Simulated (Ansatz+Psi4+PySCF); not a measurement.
```
atom   x (Å)   y (Å)    z (Å)
  Cl  0.0000  0.0000   1.2090
  Cl  0.0000  0.0000  -1.2090
```

Basis set: cc-pV(T+d)Z (spherical functions). Correlated methods keep 10 orbitals frozen. Charge 0, multiplicity 1.

Computed with Ansatz (development build ahead of 0.2.0) and Psi4 1.11; each method stands on the lowest determinant of its kind that the runs found. Restricted open shells among the atoms or ions are ROHF, correlated in semicanonical orbitals with singles.

Task: Give the vertical ionization energy (product with multiplicity 2 at the same shape, open shells in the same class of orbitals) of singlet Cl2 by RHF-MP2, RHF-CCSD(T), RHF-CCSD, RHF.

Result:

```tsv
method	ionization energy
RHF-MP2	12.51 eV
RHF-CCSD(T)	12.10 eV
RHF-CCSD	12.14 eV
RHF	11.33 eV
```

Caution: an unrestricted determinant lies well below; the determinant breaks the point group; unrestricted orbitals would lower the determinant. Caution for RHF-MP2: MP2 on this radical cation hangs on the determinant chosen. Caution for RHF-MP2, RHF-CCSD(T): another reference gives a lower total. Caution for RHF-MP2, RHF-CCSD(T), RHF-CCSD: large amplitudes, a single reference is doubtful.
